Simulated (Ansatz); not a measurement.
Geometry optimisation, RKS PBE-D4/def2-SVP (Ansatz 0.2.0).

input.yaml

```yaml
crystal:
  periodic: [false, false, false]
  atoms:
    - { symbol: O, position_ang: [-1.14162, -0.54638, -0.53772] }
    - { symbol: C, position_ang: [-0.25029, 0.57587, -0.21008] }
    - { symbol: S, position_ang: [1.43681, -0.08902, 0.1575] }
    - { symbol: H, position_ang: [-1.27575, -1.00235, 0.30025] }
    - { symbol: H, position_ang: [-0.0894, 1.04787, -1.20698] }
    - { symbol: H, position_ang: [1.32026, 0.01401, 1.49703] }
total_charge: -1
basis:
  gaussian: { orbitals: def2-SVP }
hamiltonian:
  xc: pbe
  dispersion: d4
relax:
  f_tol: 0.015
  max_steps: 40
```

Run as:

```bash
$ ansatz run input.yaml --threads 1 --pin off --max-ram 2048MiB --backend cpu --events-out ev --progress --plain --runs-dir out
```

Task: Where does it end, and by what steps?

Result: The run converged. Limits of this set-up: an anion without diffuse functions, the dipole of an ion depends on the origin. After 8 steps the energy has fallen by 0.120 eV; H4 moved furthest, 0.23 Å.

```
step  energy less start (eV)  largest force component (eV/Å)  accepted
   0                  0.0000                           0.898       yes
   1                 -0.0869                           0.553       yes
   2                 -0.1043                           0.623       yes
   3                 -0.1132                           0.209       yes
   4                 -0.1188                           0.126       yes
   5                 -0.1196                           0.058       yes
   6                 -0.1201                           0.022       yes
   7                 -0.1202                           0.051       yes
   8                 -0.1203                           0.012       yes
```

```xyz
6
Properties=species:S:1:pos:R:3
O -1.090 -0.649 -0.598
C -0.332 0.542 -0.179
S 1.512 -0.006 0.164
H -1.483 -0.917 0.249
H -0.094 1.018 -1.178
H 1.486 0.012 1.541
```

Whether the end is a true minimum wasn't checked by a vibrational analysis.

Run time: 6.3 s on 1 thread of Intel(R) Xeon(R) 6975P-C (Granite Rapids), with other jobs on the host, peak memory 0.14 GiB.
